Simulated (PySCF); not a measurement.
Compound: C₂H₂Cl₄.
Bonds: Cl1–C2, C2–Cl3, C2–C4, C4–Cl5, C4–Cl6. Hydrogens: H7 on C2; H8 on C4.

Torsions of this conformer, `[Cl:1][CH:2]([Cl:3])[CH:4]([Cl:5])[Cl:6]`: Cl1–C2–C4–Cl5 -179°.

The closed-shell ground state was solved at several levels (PySCF, density fitting, gas phase, non-relativistic). Isolated species at its PBE0-D3(BJ)/def2-TZVP geometry (one conformer only). The dipole stays under 0.02 D at every level.

| level | basis functions | HOMO (eV) | LUMO (eV) | gap (eV) |
| --- | --- | --- | --- | --- |
| wB97X-D/aug-cc-pVTZ | 338 | -10.50 | 1.01 | 11.51 |
| PBE0/pcSseg-2 | 272 | -8.67 | -0.45 | 8.22 |
| PBE0/aug-cc-pVTZ | 338 | -8.65 | -0.58 | 8.07 |

Estimate the row for CAM-B3LYP/aug-cc-pVTZ, a basis of 338 functions; the other rows only guide the guess.

HOMO -10.01 eV, LUMO 0.31 eV, gap 10.32 eV.

Over all these levels, which gives the widest orbital gap and which the narrowest?

wB97X-D/aug-cc-pVTZ (range-separated hybrid) has the widest, 11.51 eV, and PBE0/aug-cc-pVTZ (global hybrid, 25 % exact exchange) the narrowest, 8.07 eV. The two share the basis. From the narrowest to the widest the HOMO moves by -1.85 eV and the LUMO by +1.59 eV.
